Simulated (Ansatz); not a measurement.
Born–Oppenheimer molecular dynamics of C2H7Al (10 atoms, charge 0, multiplicity 1). It goes on from the last frame of an earlier run, with new velocities.

Computed with RKS PBE/6-31G* (Ansatz 0.2.0).

| Item | Value |
| --- | --- |
| ensemble | NVT, Langevin thermostat |
| time step | 0.5 fs |
| steps asked | 100 |
| set temperature | 500 K |
| friction | 0.02 /fs |
| seed | 713318 |

First frame:

```xyz
10
Properties=species:S:1:pos:R:3
C -1.310 1.041 -0.789
Al 0.378 0.022 -0.552
C 0.956 -0.745 1.208
H -2.056 0.343 -1.286
H -1.124 1.896 -1.473
H -1.885 1.504 0.043
H 1.260 -0.453 -1.882
H 0.045 -0.683 1.780
H 1.285 -1.837 1.252
H 1.657 -0.095 1.782
```

Task: What does the run give?

Result: The run went to its last step.

* steps done: 100
* time covered: 50 fs
* mean temperature over the second half: 396 K
* spread of the potential energy over the second half: 4.6 meV per atom
* mean potential energy of the second half above the start: 19.9 meV per atom

The mean temperature of the second half is 21 % below the set value. A run of 0.05 ps of so small a system gives no equilibrium averages.

Task: What happens to the structure?

Result: The same pairs are bonded in the first frame and the last. Pairs count as bonded within 1.25 times the sum of covalent radii (0.12 Å more for H–H). The details hang on the random start.

Task: How do temperature and energy run in time?

Result: 
| time (fs) | T (K) | potential energy less start (eV) |
| --- | --- | --- |
| 0.0 | 450 | 0.000 |
| 1.5 | 358 | 0.086 |
| 3.0 | 216 | 0.167 |
| 4.5 | 239 | 0.130 |
| 6.0 | 284 | 0.069 |
| 7.5 | 270 | 0.136 |
| 9.0 | 336 | 0.102 |
| 10.5 | 402 | 0.004 |
| 12.0 | 368 | -0.032 |
| 13.5 | 320 | 0.014 |
| 15.0 | 318 | 0.054 |
| 16.5 | 387 | 0.033 |
| 18.0 | 430 | -0.022 |
| 19.5 | 396 | 0.026 |
| 21.0 | 326 | 0.086 |
| 22.5 | 380 | 0.068 |
| 24.0 | 392 | 0.092 |
| 25.5 | 297 | 0.233 |
| 27.0 | 309 | 0.274 |
| 28.5 | 458 | 0.151 |
| 30.0 | 381 | 0.141 |
| 31.5 | 319 | 0.211 |
| 33.0 | 252 | 0.224 |
| 34.5 | 280 | 0.219 |
| 36.0 | 370 | 0.188 |
| 37.5 | 376 | 0.155 |
| 39.0 | 390 | 0.188 |
| 40.5 | 407 | 0.216 |
| 42.0 | 385 | 0.240 |
| 43.5 | 431 | 0.250 |
| 45.0 | 459 | 0.243 |
| 46.5 | 476 | 0.204 |
| 48.0 | 541 | 0.142 |
| 49.5 | 593 | 0.099 |

Run time: 3.9 min on 1 thread of AMD EPYC (Zen 3), on a shared host, peak memory 0.099 GiB.
